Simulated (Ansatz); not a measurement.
in.yaml

```yaml
crystal:
  periodic: [false, false, false]
  atoms:
    - {symbol: Ga, position_ang: [0.000000, -0.022229, 0.000000]}
    - {symbol: H, position_ang: [0.000000, 0.768845, -1.383112]}
    - {symbol: H, position_ang: [0.000000, 0.768845, 1.383112]}
basis:
  gaussian: {orbitals: "6-31G*"}
magnetization: {spin_polarized: false, initial_magnetization: 1}
correlation: {method: fic_mrcisd_q, electrons: outside_noble_gas, active_space: {window: {electrons: 3, orbitals: 6}}}
```

```sh
$ ansatz run in.yaml --threads 1 --pin off --events-out ev --progress --plain --max-ram 2393MiB
```

Output:

```
375 factors; integrals over basis functions are off by at most 3.2e-4 eV
mean field evaluation 1: about -52356.1428 eV, gradient 6.8e0 eV
mean field evaluation 2: about -52356.1661 eV, gradient 6.9e0 eV
mean field evaluation 4: about -52356.6875 eV, gradient 1.8e0 eV
mean field evaluation 8: about -52356.7027 eV, gradient 5.6e-4 eV
mean field -52356.70273929 eV, -1924.0733370211 hartree, gradient 7.5e-6 eV, S^2 0.750000; 0 other end points of the search recorded, 0 dependent functions left out
reference -52356.70273929 eV, -1924.0733370211 hartree; 17, 16 occupied and 22, 23 virtual orbitals, 375 factors
state -52357.33370340 eV, -1924.0965245244 hartree
contracted CI cycle   1: correlation 0.00000000 eV, 0.0000000000 hartree, residual 6.31e0 eV
contracted CI cycle   2: correlation -0.91511725 eV, -0.0336299387 hartree, residual 1.53e0 eV
contracted CI cycle   3: correlation -0.98584213 eV, -0.0362290301 hartree, residual 6.12e-1 eV
contracted CI cycle   4: correlation -0.99550204 eV, -0.0365840253 hartree, residual 2.19e-1 eV
contracted CI cycle   5: correlation -0.99667186 eV, -0.0366270151 hartree, residual 9.46e-2 eV
contracted CI cycle   6: correlation -0.99690452 eV, -0.0366355654 hartree, residual 4.29e-2 eV
contracted CI cycle   7: correlation -0.99695109 eV, -0.0366372768 hartree, residual 1.68e-2 eV
contracted CI cycle   8: correlation -0.99695733 eV, -0.0366375063 hartree, residual 6.45e-3 eV
contracted CI cycle   9: correlation -0.99695819 eV, -0.0366375379 hartree, residual 2.41e-3 eV
contracted CI cycle  10: correlation -0.99695832 eV, -0.0366375424 hartree, residual 8.77e-4 eV
state -52357.33370340 eV, -1924.0965245244 hartree; corrected -52358.36439475 eV, -1924.1344017329 hartree
Total energy: -52358.36439475 eV, -1924.1344017329 hartree
```

Ran on 1 thread of AMD EPYC 9R45, shared host: 1.4 s wall, 0.12 GiB peak host memory.
